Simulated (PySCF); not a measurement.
# Unknown compound

The spectra below were simulated for a compound C2H4F3N.

1H NMR (500 MHz, computed): δ 3.30 (q, J = 9.0 Hz, 2H), 0.60 (br s, 2H).

13C{1H} NMR (computed): δ 133.5 (C, q, J = 342.8 Hz), 49.2 (CH2, q, J = 35.4 Hz).

Computational details: σ from GIAO-KT3/pcSseg-2, couplings computed with B3LYP/pcJ-1 (spin–dipole term only in couplings to heteroatoms), geometry from PBE0-D3(BJ)/def2-SVP, in PySCF 2.14.0 with density-fitted response routines (equivalent nuclei averaged, in vacuum, one conformer, non-relativistic).

References, each an isolated molecule treated in the same way: TMS for 1H (σ = 31.35 ppm) and 13C (σ = 181.31 ppm).

Deduce the structure.

Results:


The formula gives 0 degrees of unsaturation. 2 carbon signals for 2 carbons: no two carbons are equivalent. Carbon types of the structure: 1 × C, 1 × CH2, leaving 2 H on heteroatoms. δC 133.5: CF3 carbon; 3 electronegative neighbours deshield it. δC 49.2: sp3 CH2 bonded to N; pulled downfield by the heteroatom. δH 3.30: hydrogen on an sp3 CH2 bonded to N; its carbon carries N, hence the downfield position. δH 0.60: hydrogen on an amine nitrogen; exchangeable, gas-phase position.

These data were computed for SMILES NCC(F)(F)F.

The shifts were computed for this structure.

The OH or NH signal is concentration- and solvent-dependent in practice; the value given is the gas-phase one. Common functionals overestimate the size of one-bond C–F couplings by tens of Hz; these are unscaled. Splittings below 1 Hz are ignored in the labels, and close J values are merged. Shifts are as computed, not scaled to solution data. Of 1211 compounds with measured shifts, 218 miss one by over three times the rms of a fit or turn the order of signals round; such compounds aren't used in these exercises. Couplings to exchangeable protons are dropped.
